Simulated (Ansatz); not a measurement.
# Relative stability

Two isomers of AlSi2H6 (charge +1), closed shell, relaxed at PBE0-D4/def2-TZVP (vibrations not checked).

A:

```xyz
9
angstrom
Si 0.0083 0.6010 0.2748
Al -1.5705 1.2633 -1.5756
Si 1.1086 -1.3928 0.8972
H -3.0713 1.0497 -1.1724
H -0.7988 1.7666 -2.8454
H 0.3825 1.6760 1.2395
H 2.5405 -1.0079 0.8515
H 0.7425 -2.4594 -0.0561
H 0.6188 -1.6235 2.2783
```

B:

```csv
atom,x (Å),y (Å),z (Å)
Al1,-1.9664,0.7994,-1.1282
Si2,0.1330,0.9839,0.2619
Si3,1.2126,-0.7438,1.1064
H4,-2.9416,2.0036,-0.9061
H5,-1.9887,-0.5244,-1.9664
H6,1.0321,2.1491,0.4581
H7,2.5633,-0.6070,1.6848
H8,1.3048,-0.0597,-0.4509
H9,0.7225,-2.1092,0.8387
```

Computed with Ansatz 0.2.0 (basis: def2-TZVPP); correlated methods freeze the cores. B3LYP uses VWN-RPA correlation.

Task: Which structure is lower at CCSD(T), and by how much? (To be estimated.)

Result: Computed: B, by 1.66 kcal/mol (electronic energy, against the other). By their contacts, A is AlSi₂H₆ ([AlH2][SiH][SiH3]), total charge +1 and B is AlSi₂H₆ ([AlH2][SiH]1[H][SiH2]1), total charge +1.

Task: Do the other methods give the same order? (A judgement: the text doesn't fix the answer.)

Result: By the calculation: Not all: HF gives the other order.

```
   method  E(B) − E(A) (kcal/mol)
   PBE-D4                   -3.18
r2SCAN-D4                   -3.54
  PBE0-D4                   -2.74
 B3LYP-D4                   -0.19
  wB97M-V                   -2.33
       HF                    4.97
      MP2                   -2.63
     CCSD                   -0.44
  CCSD(T)                   -1.66
```

T1 diagnostic: at most 0.015.

Labels in which every atom is bracketed show which atoms are joined, not bond orders.
